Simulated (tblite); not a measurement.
C4H7N2 (doublet state).
Atom-mapped SMILES: `[CH3:1]/[N:2]=[CH:3]/[C:4]([CH3:5])=[N:6]` (hydrogens: H7, H8, H9 on C1; H10 on C3; H11, H12, H13 on C5)

A start from a force field or distance geometry was refined with GFN2-xTB geometry optimisation, gas phase (tblite 0.8.0). Values at the start:

| coordinate | start |
| --- | --- |
| C1–N2 | 1.474 Å |
| C1–H7 | 1.087 Å |
| N2=C3 | 1.268 Å |
| C3–C4 | 1.507 Å |
| C3–H10 | 1.095 Å |
| C4–C5 | 1.501 Å |
| C4=N6 | 1.460 Å |
| C5–H11 | 1.098 Å |
| C1–N2–C3 | 114.4° |
| N2–C3–C4 | 119.2° |
| C3–C4–C5 | 119.3° |
| C3–C4–N6 | 119.5° |
| C5–C4–N6 | 121.2° |
| N2–C3–C4–C5 | -2° |

Question: How do these coordinates change at the GFN2-xTB level?

Answer: 
| coordinate | GFN2-xTB (Å or °) | change |
| --- | --- | --- |
| C4=N6 | 1.228 | -0.232 |
| C1–N2 | 1.423 | -0.051 |
| N2=C3 | 1.252 | -0.016 |
| C4–C5 | 1.515 | +0.014 |
| C3–C4 | 1.493 | -0.014 |
| C5–H11 | 1.086 | -0.012 |
| C1–H7 | 1.091 | +0.004 |
| C3–H10 | 1.095 | 0.000 |
| C1–N2–C3 | 122.3 | +7.9 |
| C3–C4–C5 | 113.2 | -6.1 |
| C3–C4–N6 | 122.6 | +3.1 |
| C5–C4–N6 | 124.2 | +3.0 |
| N2–C3–C4 | 120.0 | +0.8 |
| N2–C3–C4–C5 | 0 | +2 |

The energy falls by 133.0 kJ/mol over 28 L-BFGS steps, the largest force on an atom goes from 8.53 to 0.010 eV/Å, and the atoms move by 0.150 Å rms after alignment. The bond that changes most is C4=N6 (ends: carbon bonded to 2 C and N; nitrogen bonded to C), which shortens by 0.232 Å. Bonds longer at the end by more than 0.005 Å: 2 of 12; shorter: 6. Rotational constants go from 8168, 2029, 1659 to 8939, 2159, 1778 MHz.

Its GFN2-xTB frequencies are all real (lowest 40 cm⁻¹).

Conformer computed: `[CH3:1]/[N:2]=[CH:3]/[C:4]([CH3:5])=[N:6]`: N2–C3–C4–C5 0°.

One conformer stands for the species.
